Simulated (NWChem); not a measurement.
hydrogen isocyanide (CHN); SMILES [C-]#[NH+]

```xyz
3

C      0.0000     0.0000     0.7553
N      0.0000     0.0000    -0.4288
H      0.0000     0.0000    -1.4413
```
Atoms are numbered in this order, from 1.

Program: NWChem. Pople sets run with spherical d functions. Geometry: optimised at PBE-D3(BJ)/def2-SVP. Vzz is the largest principal value of the second derivative of the potential at the nucleus (NWChem prints the opposite sign); η is the asymmetry. Non-relativistic.

```
level                  Vzz N2 (a.u.)  η N2
---------------------  -------------  ----
CAM-B3LYP/cc-pVTZ              0.077  0.00
CAM-B3LYP/def2-TZVP            0.083  0.00
Hartree-Fock/6-31G*            0.198  0.00
Hartree-Fock/def2-SVP            ___  0.00
```

Fill in the missing entries.


- Hartree-Fock/def2-SVP, Vzz N2 (a.u.): 0.185
